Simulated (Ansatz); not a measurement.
Ansatz (an electronic-structure program) input (PBE0/cc-pVTZ):

Ansatz 0.2 input:
```yaml
crystal:
  periodic: [false, false, false]
  atoms:
    - {symbol: C, position_ang: [-0.14705728, -0.01302798, 0.65292698]}
    - {symbol: F, position_ang: [0.01653730, 1.14223575, -0.25159314]}
    - {symbol: F, position_ang: [-0.01718667, -1.12927050, -0.30451251]}
    - {symbol: H, position_ang: [0.88818797, -0.03851944, 1.08738899]}
basis:
  gaussian:
    orbitals: cc-pVTZ
hamiltonian:
  xc: {name: PBE0}
total_charge: -1
magnetization: {spin_polarized: false}
```

Output:

```
Functional definition: PBE0
integrals: 0.02 GiB planned
525 factors; their error is unknown
mean field: 0.25 GiB planned
mean field evaluation 1: about -6479.1093 eV, gradient 3.5e1 eV
mean field evaluation 2: about -6477.7728 eV, gradient 5.0e1 eV
mean field evaluation 4: about -6481.0488 eV, gradient 1.2e0 eV
mean field evaluation 8: about -6481.0512 eV, gradient 2.7e-2 eV
mean field -6481.05122115 eV, -238.1742393628 hartree, gradient 2.1e-5 eV, S^2 0.000000; 0 other end points of the search recorded, 0 dependent functions left out
reference -6481.05123482 eV, -238.1742398651 hartree; 13, 13 occupied and 91, 91 virtual orbitals, 525 factors
Total energy: -6481.05123482 eV, -238.1742398651 hartree
```
